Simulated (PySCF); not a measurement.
# How methods differ on the ionisation energy of He

He 1s2 (1S) → He⁺ 1s1 (2S), as a difference of total energies. Computed with PySCF 2.14 in x2c-SVPall (2s1p, 5 functions), with the spin-free X2C one-electron Hamiltonian (Gaussian nucleus). Correlated levels: valence: nothing frozen. The calculations carry no spin-orbit coupling.

```json
{"method": "UHF", "ionisation energy (eV)": "23.443", "error (eV)": "-1.144"}
{"method": "r2SCAN", "ionisation energy (eV)": "24.571", "error (eV)": "-0.016"}
{"method": "PBE0", "ionisation energy (eV)": "24.394", "error (eV)": "-0.193"}
{"method": "MP2 (valence)", "ionisation energy (eV)": "24.125", "error (eV)": "-0.462"}
{"method": "SCS-MP2 (valence)", "ionisation energy (eV)": "24.261", "error (eV)": "-0.326"}
{"method": "CCSD (valence)", "ionisation energy (eV)": "24.308", "error (eV)": "-0.279"}
```

Reference: 24.587 eV (measured; NIST Atomic Spectra Database, ionization energies).

Errors of the correlated levels include the incompleteness of this basis.

With two correlated electrons CCSD is exact in that space.
